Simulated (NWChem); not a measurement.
Molecule: formic acid (CH₂O₂); SMILES O=CO

```xyz
5

O      0.1303    -1.1053     0.0000
C     -0.4006     0.1162     0.0000
O      0.2218     1.1372     0.0000
H      1.0955    -0.9957     0.0000
H     -1.5086     0.0429     0.0000
```
Atoms are numbered in this order, from 1.

Results from NWChem. Pople sets run with spherical d functions. Geometry: optimised at PBE0/def2-SVP. Vertical excitations in the gas phase; the lowest state need not have the same character in each row.

For level CAM-B3LYP/aug-cc-pVDZ, TDA:

```yaml
lowest excitation, singlet (eV): 5.87
lowest state with f > 0.02, singlet (eV): 7.56
orbital gap (eV): 10.40
```

### Question
What are these values for level CAM-B3LYP/6-31+G*, TDA?

### Answer
| Property | Value |
|---|---|
| lowest excitation, singlet (eV) | 5.99 |
| lowest state with f > 0.02, singlet (eV) | 7.82 |
| orbital gap (eV) | 11.04 |
